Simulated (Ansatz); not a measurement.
System: NH, charge 0, multiplicity 3. SMILES: [NH]
Geometry: optimised at B3LYP-D3(BJ)/def2-TZVP (Ansatz, an electronic-structure program).

Quantity: vertical ionisation energy (to the doublet state of charge +1; each state is the SCF solution reached for its spin; the UHF <S^2> is 1.24 for the doublet (pure: 0.75); for the doublet T1 is 0.110), in eV. Cores are frozen in the correlated levels unless marked. UHF or UKS for open shells. No spin-orbit coupling. No relativistic terms. Basis-set limits of correlation are two-point, X^-3; Hartree-Fock from the larger set.

```
level             program  vertical ionisation energy (eV)
----------------  -------  -------------------------------
SVWN5/def2-TZVPD   Ansatz                            13.95
PBE/def2-TZVPD     Ansatz                            13.69
```

Question: What does CCSD(T)/CBS(aug-cc-pVTZ,aug-cc-pVQZ) (Ansatz) give?

Answer: 13.51 eV
